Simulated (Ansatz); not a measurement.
Start from `B[SiH2]F` and change one atom or group to get `N[SiH2]F`.

Ansatz, PBE0-D4/def2-TZVP geometries, multiplicity 1. Each molecule was computed in one conformer, which needn't be the lowest.

```json
{"property": "HOMO–LUMO gap (B3LYP/def2-TZVPP) / eV", "`B[SiH2]F`": "5.43"}
{"property": "size of the dipole moment (B3LYP/def2-TZVPP) / D", "`B[SiH2]F`": "1.42"}
{"property": "LUMO energy (B3LYP/def2-TZVPP) / eV", "`B[SiH2]F`": "-2.91"}
{"property": "ideal-gas entropy at 298 K and 1 bar (rigid rotor, harmonic PBE0-D4/def2-TZVP) / J/(mol·K)", "`B[SiH2]F`": "289"}
{"property": "LUMO energy (ωB97M-V/def2-TZVPP) / eV", "`B[SiH2]F`": "-0.71"}
{"property": "HOMO energy (ωB97M-V/def2-TZVPP) / eV", "`B[SiH2]F`": "-10.71"}
```

(1) Give the same properties after the change, and the shifts. (Best estimate.)

Results:

(1) Computed: 
```
                                                                                  property  `N[SiH2]F`  shift
                                                     HOMO–LUMO gap (B3LYP/def2-TZVPP) / eV        8.13   2.70
                                          size of the dipole moment (B3LYP/def2-TZVPP) / D        1.97   0.55
                                                       LUMO energy (B3LYP/def2-TZVPP) / eV        0.24   3.15
ideal-gas entropy at 298 K and 1 bar (rigid rotor, harmonic PBE0-D4/def2-TZVP) / J/(mol·K)         282     -7
                                                     LUMO energy (ωB97M-V/def2-TZVPP) / eV        2.02   2.73
                                                     HOMO energy (ωB97M-V/def2-TZVPP) / eV      -10.59   0.12
```

With PBE0 the HOMO rises by 0.37 eV and the LUMO rises by 3.26 eV, so the gap widens by about 2.89 eV. PBE moves the HOMO by 0.56 eV and ωB97M-V by 0.12 eV. Dipoles are sizes alone; their direction can turn.

B3LYP here is the variant with VWN-RPA as its local correlation; programs differ in this.
